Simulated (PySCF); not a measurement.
PySCF input for O3, SMILES O=[O+][O-], PBE-D3(BJ)/def2-TZVP. Geometry optimised at PBE-D3(BJ)/def2-TZVP. The molecule may have multireference character, which single-reference levels describe poorly.

```python
import numpy as np
from pyscf import gto, scf, dft, df
from pyscf.hessian import thermo

mol = gto.M(
    atom='''
    O     0.00000000    1.09257102    0.21790417
    O     0.00000000    0.00000000   -0.43580833
    O     0.00000000   -1.09257102    0.21790417
    ''',
    basis='def2-TZVP',
    charge=0,
    spin=0,
    max_memory=1600,
    verbose=3,
)
mf = dft.RKS(mol, xc='pbe').density_fit(auxbasis='def2-universal-jkfit')
mf.disp = 'd3bj'
mf.grids.level = 3
mf.conv_tol = 1e-11
mf.max_cycle = 100
mf.kernel()

# [left out here: the lines that compute and print the analytic Hessian (its translational invariance restored by hand, since the grid's response is missing), thermochemistry and intensities]
```

Output:

```
converged SCF energy = -225.324566332252

WARN: DFTD3 does not support analytical Hessian, using finite difference


WARN: Mole.unit (angstrom) is changed to Bohr

Mode                                 0                   1                   2
Irrep
Freq [cm^-1]                      714.3518           1068.3355           1189.3383
Reduced mass [au]                  15.9990             15.9990             15.9990
Force const [Dyne/A]                4.8102             10.7587             13.3338
Char temp [K]                    1027.7933           1537.0970           1711.1930
Normal mode                   x     y     z       x     y     z       x     y     z
       0   O                -0.00 -0.15  0.05    0.00 -0.10 -0.06    0.00 -0.09 -0.09
       1   O                 0.00 -0.00 -0.11   -0.00  0.19  0.00    0.00 -0.00  0.17
       2   O                -0.00  0.15  0.05   -0.00 -0.10  0.06    0.00  0.09 -0.09
temperature 298.1500 [K]
pressure 101325.00 [Pa]
Rotational constants [GHz] 110.87715 13.23107 11.82052
Symmetry number 2
Zero-point energy (ZPE) 0.00677 [Eh]   17776.661 [J/mol]
                           tot       elec      trans        rot        vib
Entropy [J/mol/K]       238.535      0.000    157.025     79.821      1.689
Cv [J/mol/K]             30.475      0.000     12.472     12.472      5.532
Cp [J/mol/K]             38.790      0.000     20.786     12.472      5.532
Internal energy [J/mol]                      3718.434   3718.434  18177.698
Internal energy [Eh]   -225.31481  -225.32457
Enthalpy [J/mol]                             6197.391   3718.434  18177.698
Enthalpy [Eh]          -225.31387
Gibbs free energy [J/mol]                  -40619.750 -20080.206  17674.137
Gibbs free energy [Eh] -225.34095
mode   freq/cm-1   IR/(km/mol)
   1      714.35         6.274
   2     1068.34       195.233
   3     1189.34         0.247
max |gradient| / (hartree/bohr): 3.87945343925981e-05
APT charges: [-0.2973  0.5947 -0.2973]
```

The run converged.
